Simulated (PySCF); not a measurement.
**Computed NMR parameters against published values**

Molfile (atoms numbered from 1):
```
C2H4F2
     RDKit          3D

  8  7  0  0  0  0  0  0  0  0999 V2000
   -0.5475   -0.0194   -0.5627 C   0  0  0  0  0  0  0  0  0  0  0  0
    0.4603   -0.0218    0.5445 C   0  0  0  0  0  0  0  0  0  0  0  0
    1.5769   -0.7003    0.1646 F   0  0  0  0  0  0  0  0  0  0  0  0
    0.8463    1.2504    0.8341 F   0  0  0  0  0  0  0  0  0  0  0  0
   -0.1126    0.4485   -1.4470 H   0  0  0  0  0  0  0  0  0  0  0  0
   -0.8373   -1.0431   -0.8017 H   0  0  0  0  0  0  0  0  0  0  0  0
   -1.4323    0.5400   -0.2574 H   0  0  0  0  0  0  0  0  0  0  0  0
    0.1009   -0.4754    1.4740 H   0  0  0  0  0  0  0  0  0  0  0  0
  1  2  1  0
  2  3  1  0
  2  4  1  0
  1  5  1  0
  1  6  1  0
  1  7  1  0
  2  8  1  0
M  END
```

Measured values that the calculation should reproduce: δ ¹⁹F F3/F4 -110.0 ppm (measured; G. Saielli, R. Bini, A. Bagno, Computational 19F NMR. 2. Organic compounds, RSC Adv. 2014, ESI (exp. from Berger-Braun-Kalinowski 1994 and Everett 1995)).
σ ¹⁹F F3/F4 306.0 ppm (measured; gas, 300 K; M. E. Harding, PhD thesis, Mainz 2008 (Harding, Lenhart, Auer, Gauss, JCP 2008, 128, 244111)). Coupling constants: ¹J(C2,F3) -233.5 Hz, ²J(C1,F3) 22.5 Hz, ¹J(C2,H8) 187.9 Hz, ¹J(C1,H5) 127.9 Hz, ³J(H5,H8) 4.5 Hz.

- spin–spin couplings from B3LYP/pcJ-2
- GIAO wB97X-D/pcSseg-2 shieldings
- geometry from PBE0-D3(BJ)/def2-TZVP
- program: PySCF 2.14.0 with density-fitted response routines
- no solvent, equivalent nuclei averaged, relativity neglected, one conformer

How close does the calculation come?

Answers


Reference values: measured (G. Saielli, R. Bini, A. Bagno, Computational 19F NMR. 2. Organic compounds, RSC Adv. 2014, ESI (exp. from Berger-Braun-Kalinowski 1994 and Everett 1995)).
```csv
atoms,quantity,reference,computed,"computed, scaled"
F3/F4,δ ¹⁹F vs CFCl3,-110.0,-119.1,-112.3
```

Reference values: measured (gas, 300 K; M. E. Harding, PhD thesis, Mainz 2008 (Harding, Lenhart, Auer, Gauss, JCP 2008, 128, 244111)).
```tsv
atoms	quantity	reference	computed
F3/F4	σ ¹⁹F	306.0	304.0
```

Absolute shieldings are compared as such; zero-point and thermal motion, absent here, lowers them by some tenths of a ppm for H, a few ppm for C and up to about 10 ppm for F.

Computed shifts are σ(ref) − σ with the named reference compound (TMS for H and C) calculated as an isolated molecule at the same level. The measured values may be among those fitted. Shieldings were converted by a linear fit to measured shifts: ¹⁹F: δ = 164.53 − 0.938σ +8.3 on sp3 carbon (rms 3.1 ppm, 121 shifts, 5.0 ppm with the 12 outliers that the fit left out vs CFCl3, solution or neat liquid). Occasional misses reach two or three times the rms, and more in compound classes unlike the fitted ones.

Coupling constants in Hz:
```tsv
coupling	reference	computed	source
¹J(C2,F3)	-233.5	-302.5	measured; solution; Gryff-Keller and Szczecinski, RSC Adv. 2016, 6, 82783
²J(C1,F3)	22.5	22.8	measured; solution; Gryff-Keller and Szczecinski, RSC Adv. 2016, 6, 82783
¹J(C2,H8)	187.9	187.2	measured; solution; Gryff-Keller and Szczecinski, RSC Adv. 2016, 6, 82783
¹J(C1,H5)	127.9	133.5	measured; solution; Gryff-Keller and Szczecinski, RSC Adv. 2016, 6, 82783
³J(H5,H8)	4.5	5.2	measured; solution (compiled); Pretsch, Buehlmann, Badertscher, Structure Determination of Organic Compounds, 4th ed., Springer 2009
```

7 of the 12 published NMR values on file for this molecule are compared. The rest: values from further sources, other calculations.
